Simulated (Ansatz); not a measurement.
# AlH₂Cl (SMILES [AlH2][Cl]): one structure at several levels

The task here is to estimate one member of a computed series from the others.

Computed with Ansatz 0.2.0, Gaussian basis. Level: single points in def2-TZVPP.

Correlated methods freeze the cores.

### The starting structure

SMILES `[AlH2][Cl]`, 4 atoms, charge 0, spin multiplicity 1.

Atoms are counted from 1 here; the program's logs count them from 0.

Bond lengths: Al1–Cl2 2.206 Å, Al1–H3 1.262 Å. Angles: Cl2–Al1–H3 126.2°.

Geometry (Å):

```xyz
4

Al   -0.2066   -0.1807   -0.1864
Cl    1.3801   -0.0935    1.3435
H    -1.2296   -0.9187   -0.1584
H     0.2391    1.0729   -1.3476
```

The first run:

run/in.yaml reads:

```yaml
crystal:
  periodic: [false, false, false]
  atoms:
    - {symbol: Al, position_ang: [-0.206600, -0.180700, -0.186400]}
    - {symbol: Cl, position_ang: [1.380100, -0.093500, 1.343500]}
    - {symbol: H, position_ang: [-1.229600, -0.918700, -0.158400]}
    - {symbol: H, position_ang: [0.239100, 1.072900, -1.347600]}
basis:
  gaussian: {orbitals: def2-TZVPP}
correlation: {method: ccsd_t}
output: {forces: true}
```

The command line of these runs was not kept.

Steps of the session up to this table: CCSD(T)/def2-TZVPP; PBE0-D4/def2-TZVPP; wB97M-V/def2-TZVPP; r2SCAN-D4/def2-TZVPP; PBE-D4/def2-TZVPP; BHLYP-D4/def2-TZVPP; CAM-B3LYP-D4/def2-TZVPP.

One table of the session follows, with a row left open; its other results are not shown here.

| method | RMS force component (eV/Å) | angle to CCSD(T) forces (°) | dipole (D) |
| --- | --- | --- | --- |
| CCSD(T) | 4.020 | reference | 2.37 |
| PBE0-D4 | 3.994 | 0.4 | 2.37 |
| wB97M-V | ? | ? | ? |
| r2SCAN-D4 | 3.996 | 0.3 | 2.33 |
| PBE-D4 | 3.947 | 1.2 | 2.21 |
| BHLYP-D4 | 3.980 | 1.2 | 2.51 |
| CAM-B3LYP-D4 | 3.958 | 0.8 | 2.43 |

**Question.** Estimate the row for wB97M-V.

**Answer.** RMS force component (eV/Å): 3.944; angle to CCSD(T) forces (°): 0.8; dipole (D): 2.43. In the column «RMS force component (eV/Å)» it is the lowest.
